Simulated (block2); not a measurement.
# AlH3O (AlH2(OH)): DMRG/STO-3G, part 2 of 2

block2 0.5.4. The steps go on from the part before.

**3. The triplet: the energy at DMRG/STO-3G**

Input file prepare.py:

```python
from pyscf import ao2mo, cc, dft, gto, mcscf, mp, scf
from pyscf.tools import fcidump

mol = gto.M(atom="""
Al
H 1 1.531694
H 1 1.531192 2 119.97083
O 1 1.636213 3 119.99109 2 -179.99625
H 4 0.949073 3 151.19093 1 -179.26139
""", basis="sto-3g", spin=2, verbose=3, max_memory=2000)
print("basis functions          = %d" % (mol.nao))
mf = scf.ROHF(mol)
mf.conv_tol = 1e-10
mf.max_cycle = 200
mf.kernel()
if not mf.converged:
    mf = mf.newton().run(mf.mo_coeff, mf.mo_occ)
print("reference energy         = %.10f" % (mf.e_tot))
# MP2, CCSD and CCSD(T) with the same frozen core
ref = scf.UHF(mol).run(mf.make_rdm1(), conv_tol=1e-10)
pt = mp.MP2(ref, frozen=6).run()
mycc = cc.CCSD(ref, frozen=6)
mycc.max_cycle = 150
mycc.kernel()
print(f"MP2 total energy         = {pt.e_tot:.10f}")
if mycc.converged:
    print("CCSD total energy        = %.10f" % (mycc.e_tot))
    print("CCSD(T) total energy     = %.10f" % (mycc.e_tot + mycc.ccsd_t()))
# a few density functionals on the same geometry and basis
ks = dft.UKS(mol, xc="b3lyp").set(conv_tol=1e-9, verbose=3).run(mf.make_rdm1())
if ks.converged:
    print("E(B3LYP)                 = %.8f" % (ks.e_tot))
ks = dft.UKS(mol, xc="wb97x").set(conv_tol=1e-9, verbose=3).run(mf.make_rdm1())
if ks.converged:
    print("E(wB97X)                 = %.8f" % (ks.e_tot))
ks = dft.UKS(mol, xc="camb3lyp").set(conv_tol=1e-9, verbose=3).run(mf.make_rdm1())
if ks.converged:
    print("E(CAM-B3LYP)             = %.8f" % (ks.e_tot))
ks = dft.UKS(mol, xc="pbe0").set(conv_tol=1e-9, verbose=3).run(mf.make_rdm1())
if ks.converged:
    print("E(PBE0)                  = %.8f" % (ks.e_tot))
# rotate to MP2 natural orbitals
occ_no, mo = mcscf.addons.make_natural_orbitals(mp.MP2(mf.to_uhf(), frozen=6).run())
mf.mo_coeff = mo
# write the integrals of the correlated orbitals
cas = mcscf.CASCI(mf, 11, 12)
h1, ecore = cas.get_h1eff()
fcidump.from_integrals("FCIDUMP", h1, cas.get_h2eff(), 11, 12, nuc=ecore, ms=2)
# FCI check
ci = mcscf.CASCI(mf, 11, (7, 5))
ci.fix_spin_(ss=2)
ci.fcisolver.conv_tol = 1e-10
ci.fcisolver.max_cycle = 200
ci.kernel()
print("exact diagonalisation    = %.10f" % (ci.e_tot))
```

Input file dmrg.conf:

```
sym c1
orbitals FCIDUMP
nelec 12
spin 2
irrep 1
occ 2 2 2 2 2 1 1 0 0 0 0
cbias 0.1
schedule
0 25 1E-07 1E-04
4 50 1E-07 1E-04
7 100 1E-07 1E-05
9 100 1E-08 0.0
end
maxiter 15
sweep_tol 1E-07
fiedler
mem 1g
num_thrds 1
prefix ./tmp
outputlevel 1
onepdm
```

Started as:

```sh
$ python prepare.py && block2main dmrg.conf
```

Log:

```text
$ python prepare.py
basis functions          = 17
converged SCF energy = -314.287017077206
reference energy         = -314.2870170772
converged SCF energy = -314.290522250377  <S^2> = 2.0135284  2S+1 = 3.0090054
E(UMP2) = -314.335877709402  E_corr = -0.0453554590245811
E(SCS-UMP2) = -314.341278934185  E_corr = -0.0507566838074308
E(UCCSD) = -314.3622447486453  E_corr = -0.0717224982681342
MP2 total energy         = -314.3358777094
CCSD total energy        = -314.3622447486
UCCSD(T) correction = -0.00200457997974774
CCSD(T) total energy     = -314.3642493286

WARN: HOMO 0.151174076639595 >= LUMO -0.0650177617355715

WARN: HOMO 0.163567487674591 >= LUMO -0.0380612744409368

WARN: HOMO 0.156085285594154 >= LUMO -0.0610497629853118

WARN: HOMO 0.157227840350686 >= LUMO -0.057464792670351

WARN: HOMO 0.158795617752481 >= LUMO -0.0558706430771976

WARN: HOMO 0.159213987465152 >= LUMO -0.0554122618455403

WARN: HOMO 0.159294554385651 >= LUMO -0.0554046840339553

WARN: HOMO 0.159269891805896 >= LUMO -0.0552671149974445

WARN: HOMO 0.159324354791272 >= LUMO -0.0553246114758177

WARN: HOMO 0.15940641915306 >= LUMO -0.0553376840410348

WARN: HOMO 0.159438569863165 >= LUMO -0.0553387985389826

WARN: HOMO 0.159434857610944 >= LUMO -0.0553368737846065

WARN: HOMO 0.159434697192602 >= LUMO -0.0553359129877758

converged SCF energy = -315.168404883543  <S^2> = 2.0073592  2S+1 = 3.0049021
E(B3LYP)                 = -315.16840488

WARN: HOMO 0.0754981707972464 >= LUMO 0.0499191831884493

WARN: HOMO 0.0758247527207982 >= LUMO 0.0454386964592208

WARN: HOMO 0.078180012455268 >= LUMO 0.0469143190444263

WARN: HOMO 0.0783377926267701 >= LUMO 0.0413060872123738

WARN: HOMO 0.0793844349417756 >= LUMO 0.0408096538742262

WARN: HOMO 0.0795344251743502 >= LUMO 0.0402375300580324

WARN: HOMO 0.0796003902126667 >= LUMO 0.0401330523344552

WARN: HOMO 0.0796159506030757 >= LUMO 0.0400778358252079

WARN: HOMO 0.079616107250695 >= LUMO 0.0400774753568027

WARN: HOMO 0.0796076186434156 >= LUMO 0.0400705516986528

WARN: HOMO 0.0796179232869543 >= LUMO 0.0400725109746384

WARN: HOMO 0.0796196234523177 >= LUMO 0.04007152227345

WARN: HOMO 0.0796196043631825 >= LUMO 0.0400721149553019

converged SCF energy = -315.121343858876  <S^2> = 2.0071676  2S+1 = 3.0047746
E(wB97X)                 = -315.12134386

WARN: HOMO 0.105469271674612 >= LUMO -0.00013925903099099

WARN: HOMO 0.108232888753652 >= LUMO 0.00270379357743045

WARN: HOMO 0.108860448921704 >= LUMO 0.00244344401158658

WARN: HOMO 0.110795557698871 >= LUMO 0.00307502414863092

WARN: HOMO 0.110732946569092 >= LUMO 0.000586776685964296

WARN: HOMO 0.111408962347668 >= LUMO 0.00116275193522453

WARN: HOMO 0.111547290619053 >= LUMO 0.000866699199692844

WARN: HOMO 0.111592100152266 >= LUMO 0.000876497702311463

WARN: HOMO 0.111577123817198 >= LUMO 0.000917420238161437

WARN: HOMO 0.111570780156061 >= LUMO 0.000860840014300424

WARN: HOMO 0.111621253649553 >= LUMO 0.000849157913350607

WARN: HOMO 0.111612971704441 >= LUMO 0.000851954420696077

WARN: HOMO 0.111614022831272 >= LUMO 0.00085209897560401

converged SCF energy = -315.097847022986  <S^2> = 2.0094068  2S+1 = 3.0062647
E(CAM-B3LYP)             = -315.09784702

WARN: HOMO 0.146277523412293 >= LUMO -0.0438453705080893

WARN: HOMO 0.156119336903543 >= LUMO -0.0289242036040491

WARN: HOMO 0.150780740390905 >= LUMO -0.0440167988981407

WARN: HOMO 0.152301709664315 >= LUMO -0.0409186140493049

WARN: HOMO 0.153774526421248 >= LUMO -0.0408574161754693

WARN: HOMO 0.154372185260006 >= LUMO -0.040754681304654

WARN: HOMO 0.154558101045005 >= LUMO -0.0407638295115627

WARN: HOMO 0.154569596477741 >= LUMO -0.0407557787741901

WARN: HOMO 0.15453372190695 >= LUMO -0.0407568834032461

WARN: HOMO 0.154576577370679 >= LUMO -0.040768641538965

WARN: HOMO 0.15459174368693 >= LUMO -0.0407711019864879

WARN: HOMO 0.154588070260361 >= LUMO -0.0407708582976954

WARN: HOMO 0.154589012870701 >= LUMO -0.040769778282408

converged SCF energy = -314.970921432258  <S^2> = 2.0071913  2S+1 = 3.0047904
E(PBE0)                  = -314.97092143
E(UMP2) = -314.332878030102  E_corr = -0.0458609528959035
E(SCS-UMP2) = -314.338346313573  E_corr = -0.051329236367808
CASCI E = -314.392053152179  E(CI) = -33.3530625030477  S^2 = 2.0000000
exact diagonalisation    = -314.3920531522

$ block2main dmrg.conf

********************************** INPUT START **********************************
sym                                                             c1
orbitals                                                   FCIDUMP
nelec                                                           12
spin                                                             2
irrep                                                            1
occ                                          2 2 2 2 2 1 1 0 0 0 0
cbias                                                          0.1
maxiter                                                         15
sweep_tol                                                    1E-07
fiedler
mem                                                             1g
num_thrds                                                        1
prefix                                                       ./tmp
outputlevel                                                      1
onepdm
schedule                  Sweep   0-   3 : Mmps =    25 Noise =    0.0001 DavTol =     1e-07
                          Sweep   4-   6 : Mmps =    50 Noise =    0.0001 DavTol =     1e-07
                          Sweep   7-   8 : Mmps =   100 Noise =     1e-05 DavTol =     1e-07
                          Sweep   9-  14 : Mmps =   100 Noise =         0 DavTol =     1e-08
********************************** INPUT END   **********************************

SPIN ADAPTED - REAL DOMAIN - DOUBLE PREC
qc mpo type =  QCTypes.Conventional
 UseMainStack = 0 MinDiskUsage = 1 MinMemUsage = 0 IBuf = 0 OBuf = 0
 FPCompression: prec = 1.00e-16 chunk = 1024
 IMain = 0 B / 66.8 MB DMain = 0 B / 343 MB ISeco = 0 B / 28.6 MB DSeco = 0 B / 515 MB
 OpenMP = 1 TBB = 0 BLIS = 0 MKL = NONE  SeqType = Tasked AlignType = None MKLIntLen = 4
 THREADING = 2 layers : Global | Operator BatchedGEMM
 NUMBER : Global = 1 Operator = 1 Quanta = 0 MKL = 1
 COMPLEX = 1 SINGLE-PREC = 1 KSYMM = 0
using fiedler reorder =  [10  8  4  9  7  6  2  3  0  1  5]
read integral finished 0.0065839102026075125
integral sym error =            0
MinMPOMemUsage =  False
MPS =  CCRRRRRRRRR 0 2 < N=12 S=1 PG=0 >
GS INIT MPS BOND DIMS =       1     3    10    31    30    37    41    37    35    16     4     1
pre-mpo memory usage =  154 MB
build mpo start ...
build mpo finished ... Tread = 0.000 Twrite = 0.000 T = 0.007
simpl mpo start ...
simpl mpo finished ... Tread = 0.000 Twrite = 0.000 T = 0.021
GS MPO BOND DIMS =      16    23    34    49    68    68    49    34    23    16     1
build 1pdm mpo 0.05879855412058532
build identity mpo 0.059785697143524885
memory usage =  163 MB
para mpo finished 0.06038863700814545
env init finished 0.13388159102760255

Sweep =    0 | Direction =  forward | Bond dimension =   25 | Noise =  1.00e-04 | Dav threshold =  1.00e-07
Time elapsed =      0.295 | E =    -314.2464864504 | DW = 5.31898e-05

Sweep =    1 | Direction = backward | Bond dimension =   25 | Noise =  1.00e-04 | Dav threshold =  1.00e-07
Time elapsed =      0.563 | E =    -314.3806761625 | DE = -1.34e-01 | DW = 6.45774e-04

Sweep =    2 | Direction =  forward | Bond dimension =   25 | Noise =  1.00e-04 | Dav threshold =  1.00e-07
Time elapsed =      0.786 | E =    -314.3863350073 | DE = -5.66e-03 | DW = 8.27868e-04

Sweep =    3 | Direction = backward | Bond dimension =   25 | Noise =  1.00e-04 | Dav threshold =  1.00e-07
Time elapsed =      0.975 | E =    -314.3874718729 | DE = -1.14e-03 | DW = 6.54726e-04

Sweep =    4 | Direction =  forward | Bond dimension =   50 | Noise =  1.00e-04 | Dav threshold =  1.00e-07
Time elapsed =      1.303 | E =    -314.3892847509 | DE = -1.81e-03 | DW = 1.50659e-04

Sweep =    5 | Direction = backward | Bond dimension =   50 | Noise =  1.00e-04 | Dav threshold =  1.00e-07
Time elapsed =      1.811 | E =    -314.3903220715 | DE = -1.04e-03 | DW = 2.13836e-04

Sweep =    6 | Direction =  forward | Bond dimension =   50 | Noise =  1.00e-04 | Dav threshold =  1.00e-07
Time elapsed =      2.256 | E =    -314.3903845961 | DE = -6.25e-05 | DW = 2.61300e-04

Sweep =    7 | Direction = backward | Bond dimension =  100 | Noise =  1.00e-05 | Dav threshold =  1.00e-07
Time elapsed =      3.278 | E =    -314.3915166764 | DE = -1.13e-03 | DW = 3.21099e-05

Sweep =    8 | Direction =  forward | Bond dimension =  100 | Noise =  1.00e-05 | Dav threshold =  1.00e-07
Time elapsed =      4.734 | E =    -314.3918388296 | DE = -3.22e-04 | DW = 6.58130e-05

Sweep =    9 | Direction = backward | Bond dimension =  100 | Noise =  0.00e+00 | Dav threshold =  1.00e-08
Time elapsed =      6.257 | E =    -314.3919056360 | DE = -6.68e-05 | DW = 5.02474e-05

Sweep =   10 | Direction =  forward | Bond dimension =  100 | Noise =  0.00e+00 | Dav threshold =  1.00e-08
Time elapsed =      7.697 | E =    -314.3919049515 | DE = 6.85e-07 | DW = 6.64038e-05

Sweep =   11 | Direction = backward | Bond dimension =  100 | Noise =  0.00e+00 | Dav threshold =  1.00e-08
Time elapsed =      9.221 | E =    -314.3919087199 | DE = -3.77e-06 | DW = 5.14250e-05

Sweep =   12 | Direction =  forward | Bond dimension =  100 | Noise =  0.00e+00 | Dav threshold =  1.00e-08
Time elapsed =     10.659 | E =    -314.3919087321 | DE = -1.23e-08 | DW = 6.60926e-05

Final canonical form =  LLLLLLLLLLC 9
DMRG Energy = -314.391908732125898
npdm string = ['(C+D)0']

Build NPDM MPO | Nsites =    11 | Nmaxops =  2 | SymbolFree = T | Cutoff = 0.00e+00
 Site =     0 /    11 .. L =        4 R =        1 M =            0 Tmid = 0.000 T = 0.000
 Site =     1 /    11 .. L =        4 R =       21 M =           21 Tmid = 0.000 T = 0.000
 Site =     2 /    11 .. L =        4 R =       19 M =           19 Tmid = 0.000 T = 0.000
 Site =     3 /    11 .. L =        4 R =       17 M =           17 Tmid = 0.000 T = 0.000
 Site =     4 /    11 .. L =        4 R =       15 M =           15 Tmid = 0.000 T = 0.000
 Site =     5 /    11 .. L =        4 R =       13 M =           13 Tmid = 0.000 T = 0.000
 Site =     6 /    11 .. L =        4 R =       11 M =           11 Tmid = 0.000 T = 0.000
 Site =     7 /    11 .. L =        4 R =        9 M =            9 Tmid = 0.000 T = 0.000
 Site =     8 /    11 .. L =        4 R =        7 M =            7 Tmid = 0.000 T = 0.000
 Site =     9 /    11 .. L =        4 R =        5 M =            5 Tmid = 0.000 T = 0.000
 Site =    10 /    11 .. L =        1 R =        4 M =            4 Tmid = 0.000 T = 0.000
Ttotal =      0.000

Expectation | Direction = backward | BRA bond dimension =  100 | KET bond dimension =  100
Time elapsed =      0.070
NPDM Sorting | Nsites =    11 | Nmaxops =  2 | DotSite = 2 | SymbolFree = T | Compressed = T | LowMem = F | Mem = 968 B
Ttotal =      0.000

DMRG OCC =   1.993 1.996 1.970 1.957 1.905 1.063 0.042 0.034 0.022 0.016 1.002
```

Run time: 24 s. Hardware: 1 thread of Arm Neoverse V1, shared host; peak memory 0.2 GiB.

**4. What came out**

What follows sums up all 2 parts.

At DMRG/STO-3G, 6 core orbitals frozen:

```
                                          quantity          value
                  run 1, DMRG/STO-3G: total energy  -314.66626 Eh
run 1, DMRG/STO-3G: T1 diagnostic of the CCSD step          0.018
                             triplet: total energy  -314.39191 Eh
  vertical energy of the triplet above the singlet       7.466 eV
```

What this shows: At this shape the triplet lies 7.47 eV (720 kJ/mol) above the singlet. In a minimal basis such a difference can be off by several eV, whatever the method.
